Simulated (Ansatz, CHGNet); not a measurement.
For zinc-blende GaP, the machine-learned potential CHGNet 0.3.0 (trained on PBE and PBE+U data) gives:

| Property | Value |
|---|---|
| elastic constant C11 | 99.6 GPa |
| elastic constant C44 | 23.4 GPa |
| polycrystal shear modulus | 16.7 GPa |

Q: What does r²SCAN0 (plane waves, PAW; Ansatz, a first-principles code) give for the same quantities?

A: 
- elastic constant C11: 153 GPa (goes up by 54 %)
- elastic constant C44: 77.3 GPa (grows by 230 %)
- Voigt–Reuss–Hill shear modulus: 61.4 GPa (goes up by 270 %)

For comparison: elastic constant C11 140 GPa (measured, temperature not stated, no zero-point or thermal correction; as tabulated in Råsander and Moram (2015), arXiv:1505.02379); elastic constant C44 70 GPa (measured, temperature not stated, no zero-point or thermal correction; as tabulated in Råsander and Moram (2015), arXiv:1505.02379).

Changes are worked out from the printed values.

Unless a cell is named, each level is at its own relaxed cell (CHGNet 0.3.0 20.82, r²SCAN0 20.05 Å³/atom).

Ansatz's density-functional and Hartree–Fock values are scalar-relativistic unless marked +SOC, with PAW data made under PBE.
